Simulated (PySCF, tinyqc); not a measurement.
RHF in the sto-3g basis, for OH-, spin multiplicity 1, step by step. The basis has no diffuse functions, so it cannot describe the extra electron: this is an exercise in the method, not the real anion. The lowest restricted solution is unstable here: a spin-polarised one lies 0.0048 hartree lower (PySCF). One step of it, computed by the program tinyqc.

Problem. Iteration 1: building the Fock matrix. J_ij = sum D_kl (ij|kl), K_ij = sum D_kl (ik|jl); F = H + J - 0.5 K; E = tr D H + tr D J / 2 - 0.25 tr D K + E_nn.

D at the start, lower triangle:
```
            1O 1s      1O 2s    1O 2px    1O 2py     1O 2pz     2H 1s
1O 1s    2.119931
1O 2s   -0.508074   2.152037
1O 2px   0.000000   0.000000  2.000000
1O 2py   0.000000   0.000000  0.000000  2.000000
1O 2pz  -0.006981   0.036928  0.000000  0.000000   2.039698
2H 1s    0.027867  -0.114936  0.000000  0.000000  -0.148838  0.016717
```

core Hamiltonian H = T + V (hartree), lower triangle:
```
             1O 1s      1O 2s     1O 2px     1O 2py     1O 2pz      2H 1s
1O 1s   -31.946405
1O 2s    -7.429475  -8.574909
1O 2px    0.000000   0.000000  -6.771086
1O 2py    0.000000   0.000000   0.000000  -6.771086
1O 2pz   -0.005570  -0.070236   0.000000   0.000000  -6.803271
2H 1s    -0.393001  -1.070215   0.000000   0.000000  -0.894705  -3.108797
```

Two-electron integrals (ij|kl) in chemists' order, unique and non-zero (hartree):
```
(11|11) 4.785065   (21|11) 0.741380   (21|21) 0.136873   (22|11) 1.118947
(22|21) 0.256633   (22|22) 0.817206   (31|31) 0.024477   (32|31) 0.037809
(32|32) 0.180518   (33|11) 1.115814   (33|21) 0.256684   (33|22) 0.817023
(33|33) 0.880159   (41|41) 0.024477   (42|41) 0.037809   (42|42) 0.180518
(43|43) 0.047444   (44|11) 1.115814   (44|21) 0.256684   (44|22) 0.817023
(44|33) 0.785270   (44|44) 0.880159   (51|51) 0.024477   (52|51) 0.037809
(52|52) 0.180518   (53|53) 0.047444   (54|54) 0.047444   (55|11) 1.115814
(55|21) 0.256684   (55|22) 0.817023   (55|33) 0.785270   (55|44) 0.785270
(55|55) 0.880159   (61|11) 0.039301   (61|21) 0.007201   (61|22) 0.013440
(61|33) 0.013420   (61|44) 0.013420   (61|51) 0.000301   (61|52) 0.000573
(61|55) 0.013482   (61|61) 0.000383   (62|11) 0.119962   (62|21) 0.027967
(62|22) 0.102049   (62|33) 0.100278   (62|44) 0.100278   (62|51) 0.002036
(62|52) 0.017373   (62|55) 0.105486   (62|61) 0.001499   (62|62) 0.017661
(63|31) 0.002605   (63|32) 0.016316   (63|53) 0.003398   (63|63) 0.002239
(64|41) 0.002605   (64|42) 0.016316   (64|54) 0.003398   (64|64) 0.002239
(65|11) 0.098870   (65|21) 0.023311   (65|22) 0.090999   (65|33) 0.087301
(65|44) 0.087301   (65|51) 0.003977   (65|52) 0.029960   (65|55) 0.098293
(65|61) 0.001287   (65|62) 0.019214   (65|65) 0.022925   (66|11) 0.330238
(66|21) 0.078145   (66|22) 0.328319   (66|33) 0.319038   (66|44) 0.319038
(66|51) 0.005436   (66|52) 0.066489   (66|55) 0.346693   (66|61) 0.004190
(66|62) 0.080797   (66|65) 0.101619   (66|66) 0.774606
```

nuclear repulsion = 2.64919755 hartree

Give: Coulomb J; exchange K; Fock matrix F; total energy of this density.

Solution.

Coulomb J (hartree), lower triangle:
```
         1O 1s  1O 2s  1O 2px  1O 2py  1O 2pz  2H 1s
1O 1s   18.489
1O 2s    3.524  8.760
1O 2px   0.000  0.000   8.752
1O 2py   0.000  0.000   0.000   8.752
1O 2pz   0.001  0.001   0.000   0.000   8.752
2H 1s    0.186  1.055   0.000   0.000   0.924  3.280
```

exchange K (hartree), lower triangle:
```
        1O 1s  1O 2s  1O 2px  1O 2py  1O 2pz  2H 1s
1O 1s   9.834
1O 2s   1.713  2.852
1O 2px  0.000  0.000   2.349
1O 2py  0.000  0.000   0.000   2.349
1O 2pz  0.000  0.003   0.000   0.000   2.351
2H 1s   0.097  0.295   0.000   0.000   0.193  0.059
```

Fock matrix F (hartree), lower triangle:
```
          1O 1s   1O 2s  1O 2px  1O 2py  1O 2pz  2H 1s
1O 1s   -18.375
1O 2s    -4.762  -1.240
1O 2px    0.000   0.000   0.807
1O 2py    0.000   0.000   0.000   0.807
1O 2pz   -0.005  -0.071   0.000   0.000   0.773
2H 1s    -0.256  -0.163   0.000   0.000  -0.067  0.142
```

total energy of this density = -72.89805 hartree
